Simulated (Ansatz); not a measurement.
We consider rock-salt GdN, described by PBEsol in Ansatz (PAW).

Numerical settings: plane-wave cutoff 520 eV, 12×12×12 k mesh, Fermi–Dirac smearing 0.01 eV, spin-polarised with parallel moments, scalar-relativistic PAW data made under PBE.

The volume scan:

| V (Å³/atom) | E − E_lowest (meV/atom) | P (GPa) |
|---|---|---|
| 14.017 | 29.60 | 11.15 |
| 14.315 | 12.72 | 7.07 |
| 14.613 | 3.07 | 3.35 |
| 14.911 | 0.00 | 0.01 |
| 15.209 | 2.86 | -3.03 |
| 15.508 | 11.09 | -5.76 |
| 15.806 | 24.13 | -8.20 |

Q: What bulk modulus B0 and pressure derivative B′ does a third-order Birch–Murnaghan fit give?

A: V0 = 14.912 Å³/atom, B0 = 159 GPa, B′ = 4.1 (fit to the energies at full precision).

Measured, for comparison: bulk modulus 192 ± 35 GPa (temperature not stated, no zero-point or thermal correction; as tabulated in Doll (2008), arXiv:0801.3152); equilibrium volume per atom 15.38 Å³/atom (temperature not stated, no zero-point or thermal correction; as tabulated in Natali et al. (2013), arXiv:1208.2410). Computed (rounded) less measured: bulk modulus -17 % (inside the measured uncertainty), equilibrium volume per atom -3.1 %.

Note: the 4f shell is treated without U or exact exchange, so its levels and filling can be wrong.

Spin–orbit coupling is not included; it can open a gap where bands touch, and shift volumes and moduli.

The computed numbers hold no vibrational or temperature effects.

Computing time: very roughly 80 core-seconds.

Ansatz is a first-principles code.
